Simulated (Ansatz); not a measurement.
System: methanol, CH$_{4}$O, net charge 0, singlet state. SMILES: CO
Structure (B3LYP-D3(BJ)/def2-TZVP (Ansatz, a quantum-chemistry and plane-wave program) minimum search):
```
C
H 1 1.0891
H 1 1.0957 2 108.34
H 1 1.0957 2 108.34 3 -117.92
O 1 1.4207 2 106.80 3 121.04
H 5 0.9621 1 108.72 2 -180.00
```

Wanted: vertical triplet-singlet gap (E(triplet) - E(singlet); each state is the SCF solution reached for its spin), in kcal/mol. Cores are frozen in the correlated levels unless marked. Open shells are spin-unrestricted. No spin-orbit coupling. Non-relativistic. Basis-set limits of correlation are two-point, X^-3; Hartree-Fock from the larger set. [CCSD(T)-MP2]/basis is that difference in the basis named.

| level | program | vertical triplet-singlet gap (kcal/mol) |
|---|---|---|
| HF/def2-SVPD | Ansatz | 141.4 |

### Question
What does RI-MP2/CBS(aug-cc-pVTZ,aug-cc-pVQZ)+[CCSD(T)-MP2]/aug-cc-pVTZ (Ansatz) give?

### Answer
156.2 kcal/mol
